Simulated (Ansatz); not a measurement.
The first iterations of a band of H$_{4}$O$_{2}$Si (7 atoms, charge 0, multiplicity 1).

The calculation used RKS LDA/def2-mTZVP (Ansatz 0.2.0).

| Item | Value |
| --- | --- |
| movable images | 7 |
| climbing image | yes |
| spring | 5.0 eV/Å² |
| optimiser | quadratic models (default) |
| start path | through a guess of the saddle point |
| force threshold | 0.05 eV/Å |
| iteration limit | 60 |
| end points | relaxed |

Image 0:

```xyz
7
Properties=species:S:1:pos:R:3
Si 0.145 -0.024 0.218
H 0.082 0.006 1.718
O 1.715 -0.240 -0.239
H 2.289 -0.769 0.343
H -0.289 1.236 -0.436
O -0.897 -1.169 -0.348
H -0.964 -2.009 0.138
```

Image 8:

```xyz
7
Properties=species:S:1:pos:R:3
Si -0.619 0.277 0.271
H 1.435 -0.248 1.657
O 1.385 0.020 0.715
H 1.386 -0.830 0.194
H -0.119 1.047 -0.960
O -0.450 -1.270 -0.483
H -0.935 -1.965 0.001
```

| iteration | highest image above the first end (eV) | largest band force component (eV/Å) |
| --- | --- | --- |
| 1 | 4.024 | 6.064 |
| 2 | 3.183 | 1.973 |
| 3 | 2.995 | 1.366 |

Task: Does the band converge within its limit, and where does its top end?

Result: The run converged. It ended after 11 iterations with the highest image 2.961 eV above the first end. A vibrational analysis at the climbing image gives one clearly imaginary mode, 1297i cm⁻¹: a first-order saddle point. The orbitals stay closed-shell, which can raise the energy where a bond breaks towards radicals; this wasn't checked here.

The run took 98 s on 1 thread of Arm Neoverse V1, on a shared host, peak memory 0.13 GiB.
